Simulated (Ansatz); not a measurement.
A made-up structure of CH$_{6}$AlB, closed shell:

```
9
angstrom
B -0.0774 -0.6794 1.2493
C 0.7033 0.1824 -0.3583
Al -0.5077 0.6309 -1.1395
H -1.1908 -0.3082 -2.1203
H -1.1454 1.9850 -0.8747
H 1.3219 0.9671 0.0883
H 1.2904 -0.6370 -0.7846
H -0.2828 -1.8109 1.2376
H -0.2476 -0.0524 2.1982
```

It is relaxed with PBE-D4/def2-SVP and then PBE0-D4/def2-TZVP (Ansatz 0.2.0). Atoms count as bonded within 1.22 times the sum of their covalent radii (H–H: 0.88 Å). The end point is not checked to be a true minimum.

**Question.** Does its bonding change? (A judgement: the text doesn't fix the answer.)

**Answer.** Computed: Yes. Formed: B1–C2; broken: none.

Where it ends: The first stage lowers the energy by 4.44 eV in 9 steps. It ends as CH₆AlB ([BH2][CH2][AlH2]):
B1  (0.100, -0.638, 1.167)
C2  (0.793, -0.006, -0.016)
Al3  (-0.709, 0.636, -1.142)
H4  (-1.287, -0.307, -2.275)
H5  (-1.238, 2.117, -0.958)
H6  (1.343, 0.922, 0.170)
H7  (1.312, -0.681, -0.704)
H8  (-0.243, -1.788, 1.135)
H9  (-0.207, 0.021, 2.122)
(Å)

Labels in which every atom is bracketed show which atoms are joined, not bond orders.

For scale, one of the runs: PBE0-D4/def2-TZVP relaxation, 135 basis functions, launched by `ansatz run in.yaml --threads 2 --pin off --events-out ev --progress --plain --max-ram 4352MiB`. Hardware: 2 CPU threads of an Arm Neoverse V1, shared host. Wall time about 15 s.
